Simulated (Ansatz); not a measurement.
Two isomers of C3H3FO: A = `FC1=COC1`, B = `C#COCF`.

Isolated molecules relaxed with PBE0-D4/def2-TZVP in Ansatz; ΔE leaves out vibrations. CBS: MP2 limit from def2 TZ/QZ plus the TZ coupled-cluster correction, frozen cores. Functionals use def2-TZVPP. B3LYP here is the variant with VWN-RPA as its local correlation; programs differ in this. Each species was taken in one conformer, which may not be the lowest.

(1) Which isomer does CCSD(T)/CBS put lower? Give the gap. (Estimate.)

(2) Give E(B) − E(A) in kJ/mol with B3LYP-D4, HF/def2-TZVPP, PBE-D4, B2PLYP, PBE0-D4, ωB97M-V, r2SCAN-D4. (Estimate.)

(3) Does the order hold for the free energy at 298.15 K (harmonic terms from PBE0-D4)? (Best estimate.)

Largest T1 diagnostic: 0.013.

## Answers

(1) The calculation gave: A, by 29.5 kJ/mol.

(2) The calculation gave: B3LYP-D4 24.6, HF/def2-TZVPP -3.7, PBE-D4 50.9, B2PLYP 21.0, PBE0-D4 48.7, ωB97M-V 33.7, r2SCAN-D4 39.6. The order is the other way round with HF/def2-TZVPP.

(3) Computed: Yes: G(B) − G(A) = +20.1 kJ/mol, for one conformer each. Modes under 60 cm⁻¹, often nearly free rotors, make the harmonic entropy too high.

In def2-TZVPP, CCSD(T) changes the Hartree–Fock value by +33.0 kJ/mol (the triples alone add +4.1 kJ/mol) and MP2 by +28.5 kJ/mol. Leaving LDA and LC-ωPBE aside and taking each functional with its dispersion term where it has one, the values, not all of them listed here, spread over 31.0 kJ/mol, from BHLYP-D4 to PBE-D4. LDA lies +15.5 kJ/mol from PBE without D4.
